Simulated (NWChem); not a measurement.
System: hydrogen cyanide (CHN); SMILES C#N

NWChem input:

```
start job
memory heap 200 mb stack 900 mb global 1100 mb
geometry units angstroms noautosym nocenter noautoz
  C      0.000000     0.000000    -0.491549
  N      0.000000     0.000000     0.662233
  H      0.000000     0.000000    -1.571109
end
basis spherical
  C library pcsseg-0
  N library pcsseg-0
  H library pcsseg-0
end
dft
  xc b3lyp
  iterations 150
end
property
  shielding
end
task dft property
```

Excerpt of the output:

```
             Northwest Computational Chemistry Package (NWChem) 7.3.0
             --------------------------------------------------------

                             Geometry "geometry" -> ""
                             -------------------------

 Output coordinates in angstroms (scale by  1.889725989 to convert to a.u.)

  No.       Tag          Charge          X              Y              Z
 ---- ---------------- ---------- -------------- -------------- --------------
    1 C                    6.0000     0.00000000     0.00000000    -0.49154900
    2 N                    7.0000     0.00000000     0.00000000     0.66223300
    3 H                    1.0000     0.00000000     0.00000000    -1.57110900

 Effective nuclear repulsion energy (a.u.)      23.8628035349

                              NWChem Property Module
                              ----------------------

  itol2e modified to match energy
  convergence criterion.

                                 NWChem DFT Module
                                 -----------------

 Summary of "ao basis" -> "ao basis" (spherical)
 ------------------------------------------------------------------------------
       Tag                 Description            Shells   Functions and Types
 ---------------- ------------------------------  ------  ---------------------
 C                          pcsseg-0                 5        9   3s2p
 N                          pcsseg-0                 5        9   3s2p
 H                          pcsseg-0                 2        2   2s

  itol2e modified to match energy
  convergence criterion.

            General Information
            -------------------
          SCF calculation type: DFT
          Wavefunction type:  closed shell.
          No. of atoms     :     3
          No. of electrons :    14
           Alpha electrons :     7
            Beta electrons :     7
          Charge           :     0
          Spin multiplicity:     1
          Use of symmetry is: off; symmetry adaption is: off
          Maximum number of iterations: 150
          AO basis - number of functions:    20
                     number of shells:    12
          Convergence on energy requested:  1.00D-07
          Convergence on density requested:  1.00D-05
          Convergence on gradient requested:  5.00D-04

              XC Information
              --------------
                         B3LYP Method XC Potential
                     Hartree-Fock (Exact) Exchange  0.200
                        Slater Exchange Functional  0.800 local
                    Becke 1988 Exchange Functional  0.720 non-local
              Lee-Yang-Parr Correlation Functional  0.810
                  VWN I RPA Correlation Functional  0.190 local

             Grid Information
             ----------------
          Grid used for XC integration:  fine
          Radial quadrature: Mura-Knowles
          Angular quadrature: Lebedev.
          Tag              B.-S. Rad. Rad. Pts. Rad. Cut. Ang. Pts.
          ---              ---------- --------- --------- ---------
          C                   0.70       70           6.0       590
          N                   0.65       70           8.0       590
          H                   0.35       60           7.0       590
          Grid pruning is: on
          Number of quadrature shells:   200
          Spatial weights used:  Erf1

      Superposition of Atomic Density Guess
      -------------------------------------

 Sum of atomic energies:         -92.25150058

      Non-variational initial energy
      ------------------------------

 Total energy =     -92.876771
 1-e energy   =    -171.051471
 2-e energy   =      54.311897
 HOMO         =      -0.442813
 LUMO         =       0.056971

   convergence    iter        energy       DeltaE   RMS-Dens  Diis-err
 ---------------- ----- ----------------- --------- --------- ---------
 d= 0,ls=0.0,diis     1    -93.1461935759 -1.17D+02  6.61D-02  4.85D-01
 d= 0,ls=0.0,diis     2    -92.9168036286  2.29D-01  4.59D-02  2.61D+00
 d= 0,ls=0.0,diis     3    -93.2142235280 -2.97D-01  3.70D-03  9.19D-03
 d= 0,ls=0.0,diis     4    -93.2150779206 -8.54D-04  1.27D-03  7.69D-04
 d= 0,ls=0.0,diis     5    -93.2151679635 -9.00D-05  2.04D-04  2.54D-05
  Resetting Diis
 d= 0,ls=0.0,diis     6    -93.2151715857 -3.62D-06  3.03D-05  6.91D-07
 d= 0,ls=0.0,diis     7    -93.2151716654 -7.96D-08  8.89D-06  8.21D-09

         Total DFT energy =      -93.215171665363
      One electron energy =     -172.294437945656
           Coulomb energy =       67.783140687214
    Exchange-Corr. energy =      -12.566677941808
 Nuclear repulsion energy =       23.862803534887

 Numeric. integr. density =       13.999999951292

                       DFT Final Molecular Orbital Analysis
                       ------------------------------------

 Vector    5  Occ=2.000000D+00  E=-3.804495D-01
              MO Center= -4.3D-08, -2.4D-08,  8.7D-01, r^2= 7.7D-01
   Bfn.  Coefficient  Atom+Function         Bfn.  Coefficient  Atom+Function
  ----- ------------  ---------------      ----- ------------  ---------------
    12      0.565062  2 N  s                 15      0.408217  2 N  pz
    18      0.319568  2 N  pz                11      0.279786  2 N  s
     6     -0.223613  1 C  pz                 2     -0.213472  1 C  s
    10     -0.163015  2 N  s                  9     -0.129824  1 C  pz
     3     -0.092774  1 C  s                  1      0.092010  1 C  s

 Vector    6  Occ=2.000000D+00  E=-3.784968D-01
              MO Center=  9.3D-09, -9.3D-09,  1.2D-01, r^2= 1.1D+00
   Bfn.  Coefficient  Atom+Function         Bfn.  Coefficient  Atom+Function
  ----- ------------  ---------------      ----- ------------  ---------------
    13      0.263011  2 N  px                14     -0.260568  2 N  py
    16      0.255917  2 N  px                17     -0.253541  2 N  py
     4      0.248995  1 C  px                 5     -0.246683  1 C  py
     7      0.244161  1 C  px                 8     -0.241894  1 C  py

 Vector    7  Occ=2.000000D+00  E=-3.784968D-01
              MO Center=  3.3D-08,  3.3D-08,  1.2D-01, r^2= 1.1D+00
   Bfn.  Coefficient  Atom+Function         Bfn.  Coefficient  Atom+Function
  ----- ------------  ---------------      ----- ------------  ---------------
    14      0.263011  2 N  py                13      0.260568  2 N  px
    17      0.255917  2 N  py                16      0.253541  2 N  px
     5      0.248995  1 C  py                 4      0.246683  1 C  px
     8      0.244161  1 C  py                 7      0.241894  1 C  px

[...]

          -----------------------------------------
          Chemical Shielding Tensors (GIAO, in ppm)
          -----------------------------------------

                                NWChem CPHF Module
                                ------------------

  scftype          =     RHF
  nclosed          =        7
  nopen            =        0
  variables        =       91
  # of vectors     =        3
  tolerance        = 0.10D-03
  level shift      = 0.00D+00
  max iterations   =       50
  max subspace     =       30

 SCF residual:    3.2663627847500591E-004

Iterative solution of linear equations
  No. of variables       91
  No. of equations        3
  Maximum subspace       30
        Iterations       50
       Convergence  1.0D-04

   iter   nsub   residual    time
   ----  ------  --------  ---------
     1      3    4.76D-01       1.1
     2      6    1.48D-02       1.2
     3      9    3.36D-04       1.4
     4     12    1.48D-05       1.5

      Atom:    1  C
        Diamagnetic
    266.6013     -0.0000     -0.0000
     -0.0000    266.6013     -0.0000
     -0.0000     -0.0000    278.8153

        Paramagnetic
   -303.9071     -0.0000     -0.0000
     -0.0000   -303.9071     -0.0000
     -0.0000     -0.0000     -0.0000

        Total Shielding Tensor
    -37.3058     -0.0000     -0.0000
     -0.0000    -37.3058     -0.0000
     -0.0000     -0.0000    278.8153

           isotropic =      68.0679
          anisotropy =     316.1211

          Principal Components and Axis System
                 1           2           3
              278.8153    -37.3058    -37.3058

      1        -0.0000      0.7058      0.7084
      2        -0.0000      0.7084     -0.7058
      3         1.0000      0.0000     -0.0000

      Atom:    2  N
        Diamagnetic
    316.2072      0.0000     -0.0000
      0.0000    316.2072     -0.0000
     -0.0000     -0.0000    339.4112

        Paramagnetic
   -571.8224      0.0000      0.0000
      0.0000   -571.8224     -0.0000
      0.0000     -0.0000      0.0000

        Total Shielding Tensor
   -255.6153      0.0000     -0.0000
      0.0000   -255.6153     -0.0000
     -0.0000     -0.0000    339.4112

           isotropic =     -57.2731
          anisotropy =     595.0265

          Principal Components and Axis System
                 1           2           3
              339.4112   -255.6153   -255.6153

      1        -0.0000      0.7131      0.7011
      2        -0.0000     -0.7011      0.7131
      3         1.0000     -0.0000      0.0000

      Atom:    3  H
        Diamagnetic
     23.1276     -0.0000     -0.0000
     -0.0000     23.1276     -0.0000
     -0.0000     -0.0000     38.2537

        Paramagnetic
      2.5882     -0.0000      0.0000
     -0.0000      2.5882     -0.0000
      0.0000     -0.0000     -0.0000

        Total Shielding Tensor
     25.7157     -0.0000     -0.0000
     -0.0000     25.7157     -0.0000
     -0.0000     -0.0000     38.2537

           isotropic =      29.8950
          anisotropy =      12.5379

          Principal Components and Axis System
                 1           2           3
               38.2537     25.7157     25.7157

      1        -0.0000      0.7131      0.7011
      2        -0.0000     -0.7011      0.7131
      3         1.0000     -0.0000      0.0000
```

Level: B3LYP/pcSseg-0, GIAO. All runs use the structure optimised with PBE0/def2-SVP. The printed shielding anisotropy is the first printed principal value minus the mean of the other two.
